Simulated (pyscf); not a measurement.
# Routes from `[BH]=[O]` + `[CH4]`

Candidate steps break at most two bonds and form at most two. Each was searched with GFN2-xTB (tblite) first. PySCF, gas phase, ωB97X-D3(BJ)/def2-SVP geometries. Correlated levels are frozen-core, on RHF or UHF. ΔMP2 is the change of the MP2 total energy from the triple- to the quadruple-zeta basis. Energies: CCSD(T)/def2-TZVPP + ΔMP2(QZVPP), kcal/mol, from the separated reactants, singlet surface.

| products | type | ΔE‡ | ΔE | ΔG‡ 298 K | ΔG‡ 900 K | ν‡ (cm⁻¹) |
|---|---|---|---|---|---|---|
| H₃C–BH–OH | addition across a multiple bond or ene-type step | 52.8 | -10.7 | 59.6 | 77.1 | 1665i |
| H₂B–O–CH₃ | addition across a multiple bond or ene-type step | 97.9 | +13.0 | 104.6 | 122.1 | 953i |

Plain bond fissions and candidates not yet searched are not listed, and one of them may be faster. Each barrier is that of the saddle found; lower ones may exist. A restricted solution here is unstable towards spin polarisation, so biradical character is likely and single-reference numbers are less safe. The CCSD(T) − MP2 part came from Ansatz, without density fitting, on the same reference. The largest closed-shell T1 diagnostic is 0.059, which may signal static correlation.
